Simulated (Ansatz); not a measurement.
Geometry optimisation, RHF/cc-pVDZ in Ansatz.

Input file:

```yaml
crystal:
  periodic: [false, false, false]
  atoms:
    - { symbol: B, position_ang: [-0.016254, -0.003987, 0.385439] }
    - { symbol: C, position_ang: [0.01339, 0.392139, 1.924116] }
    - { symbol: H, position_ang: [-0.925152, 0.216338, 2.453235] }
    - { symbol: H, position_ang: [0.83818, -0.056329, 2.482314] }
    - { symbol: H, position_ang: [0.183827, 1.480409, 1.943266] }
    - { symbol: H, position_ang: [1.008048, -0.200418, -0.209543] }
    - { symbol: H, position_ang: [-1.040718, 0.038355, -0.240201] }
    - { symbol: P, position_ang: [-0.337638, -3.087835, 0.754189] }
    - { symbol: H, position_ang: [-0.695078, -2.611143, -0.529017] }
    - { symbol: H, position_ang: [1.060994, -3.050662, 0.534051] }
    - { symbol: H, position_ang: [-0.408099, -1.835566, 1.416852] }
basis:
  gaussian: { orbitals: cc-pVDZ }
hamiltonian:
  xc: hf
relax:
  f_tol: 0.03
  max_steps: 50
output:
  orbitals: {}
```

Command:

```bash
$ ansatz run input.yaml --threads 1 --pin off --max-ram 2048MiB --backend cpu --events-out ev --progress --plain --runs-dir out
```

Question: Where does it end, and by what steps?

Answer: It converged. The force dipped under the threshold on the way, but the program's further checks kept it going. After 13 steps the energy has fallen by 0.265 eV; H11 moved furthest, 1.47 Å.

```
step  energy less start (eV)  largest force component (eV/Å)  accepted
   0                  0.0000                           0.448       yes
   1                 -0.1452                           0.172       yes
   2                 -0.2042                           0.134       yes
   3                 -0.2387                           0.101       yes
   4                 -0.2439                           0.477       yes
   5                 -0.2568                           0.162       yes
   6                 -0.2612                           0.105       yes
   7                 -0.2625                           0.031       yes
   8                 -0.2636                           0.100       yes
   9                 -0.2641                           0.046       yes
  10                 -0.2642                           0.011       yes
  11                 -0.2643                           0.073       yes
  12                 -0.2646                           0.038       yes
  13                 -0.2646                           0.012       yes
```

```xyz
11
Properties=species:S:1:pos:R:3
B 0.069 0.576 0.383
C 0.078 0.792 1.939
H -0.851 0.504 2.435
H 0.928 0.332 2.448
H 0.183 1.881 2.079
H 1.095 0.423 -0.227
H -0.958 0.617 -0.242
P -0.287 -4.011 0.501
H -0.780 -3.156 -0.518
H 1.008 -3.432 0.540
H -0.805 -3.244 1.577
```

Run time: 20 s on 1 thread of Arm Neoverse V2 (shared host), peak memory 0.15 GiB.
